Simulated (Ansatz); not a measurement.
A made-up structure of BH₂O₂, doublet:

O1  (-0.172, -1.388, -0.332)
B2  (-0.333, -0.074, -0.176)
O3  (0.543, 0.783, 0.406)
H4  (-1.383, 0.323, -0.620)
H5  (-0.001, -2.314, -0.100)
(Å)

It is relaxed with PBE-D4/def2-SVP and then PBE0-D4/def2-TZVP (Ansatz 0.2.0). Atoms count as bonded within 1.22 times the sum of their covalent radii (H–H: 0.88 Å). The end point is not checked to be a true minimum.

Question: Does its bonding change? (A judgement: the text doesn't fix the answer.)

Answer: By the calculation: No: no bond forms or breaks.

Where it ends: The first stage lowers the energy by 0.74 eV in 10 steps. It ends as BH₂O₂ ([O][BH][OH]):
```xyz
5
angstrom
O -0.4444 -1.5306 -0.3869
B -0.4212 -0.1848 -0.2131
O 0.5158 0.5159 0.4256
H -1.3047 0.5101 -0.6542
H 0.3086 -1.9820 0.0058
```

Labels in which every atom is bracketed show which atoms are joined, not bond orders.

For scale, one of the runs: PBE0-D4/def2-TZVP relaxation, 105 basis functions, launched by `ansatz run in.yaml --threads 2 --pin off --events-out ev --progress --plain --max-ram 4352MiB`. The run took about 6 s on 2 CPU threads of an AMD EPYC 9B45 (shared host).
